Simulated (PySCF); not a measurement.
# Basis-set dependence of excited states

Compound: ethyl formate, C₃H₆O₂.
Atom-mapped SMILES: `[CH3:1][CH2:2][O:3][CH:4]=[O:5]` (hydrogens: H6, H7, H8 on C1; H9, H10 on C2; H11 on C4)

TDDFT with PBE0 (PySCF), vertical singlets, core orbitals frozen in the response, spherical d and f functions. One conformer (not necessarily the lowest) at the PBE0-D3(BJ)/def2-SVP geometry, without solvent, vibrations or thermal averaging.

Task: How do the low singlets change with the basis? Take 6-31G*, def2-SVP, def2-SVPD and def2-TZVP.

Result: 

```tsv
basis	functions	diffuse	S1 (eV)	S2 (eV)	S3 (eV)	S4 (eV)	S5 (eV)	LUMO (eV)	α (au)
6-31G*	82	no	5.98	8.27	8.69	9.74	9.86	0.58	37.4
def2-SVP	100	no	5.94	8.21	8.60	9.04	9.43	0.37	38.1
def2-SVPD	154	yes	5.89	7.88	8.10	8.47	8.48	-0.03	45.8
def2-TZVP	191	no	5.90	7.99	8.49	8.52	8.85	0.13	43.8
```

States are compared by their number. Against the only diffuse basis here (def2-SVPD, itself not a converged limit), sets without diffuse functions differ by up to 0.08 eV in S1 and 1.37 eV in S5. State by state, the largest deviation of a set without diffuse functions is S1 0.08, S2 0.38, S3 0.58, S4 1.28, S5 1.37 eV. The same number needn't mean the same state in each row. Against def2-SVPD the polarisability deviates by -18% in 6-31G*, -17% in def2-SVP, -4% in def2-TZVP.
